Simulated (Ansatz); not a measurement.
Start from `OBS` and change one atom or group to get `O[BH][AlH2]`.

Ansatz, PBE0-D4/def2-TZVP geometries, multiplicity 1. Each molecule was computed in one conformer, which needn't be the lowest.

```json
{"property": "LUMO energy (ωB97M-V/def2-TZVPP) / eV", "`OBS`": "1.81"}
{"property": "ideal-gas entropy at 298 K and 1 bar (rigid rotor, harmonic PBE0-D4/def2-TZVP) / J/(mol·K)", "`OBS`": "272"}
{"property": "HOMO energy (PBE/def2-TZVPP) / eV", "`OBS`": "-6.67"}
{"property": "HOMO energy (ωB97M-V/def2-TZVPP) / eV", "`OBS`": "-10.09"}
{"property": "HOMO energy (B3LYP/def2-TZVPP) / eV", "`OBS`": "-7.64"}
{"property": "HOMO–LUMO gap (PBE0/def2-TZVPP) / eV", "`OBS`": "7.85"}
```

**Question.** What does the change do to each property? (Best estimate.)

**Answer.** Ansatz gave: 
```csv
property,`O[BH][AlH2]`,shift
LUMO energy (ωB97M-V/def2-TZVPP) / eV,0.07,-1.74
"ideal-gas entropy at 298 K and 1 bar (rigid rotor, harmonic PBE0-D4/def2-TZVP) / J/(mol·K)",296,24
HOMO energy (PBE/def2-TZVPP) / eV,-5.82,0.85
HOMO energy (ωB97M-V/def2-TZVPP) / eV,-9.13,0.96
HOMO energy (B3LYP/def2-TZVPP) / eV,-6.83,0.81
HOMO–LUMO gap (PBE0/def2-TZVPP) / eV,5.47,-2.38
```

With PBE0 the HOMO rises by 0.90 eV and the LUMO falls by 1.48 eV, so the gap narrows by about 2.38 eV. PBE moves the HOMO by 0.85 eV and ωB97M-V by 0.96 eV. The zero-point energy changes by 6.7 kJ/mol with +3 modes.

B3LYP here is the variant with VWN-RPA as its local correlation; programs differ in this.
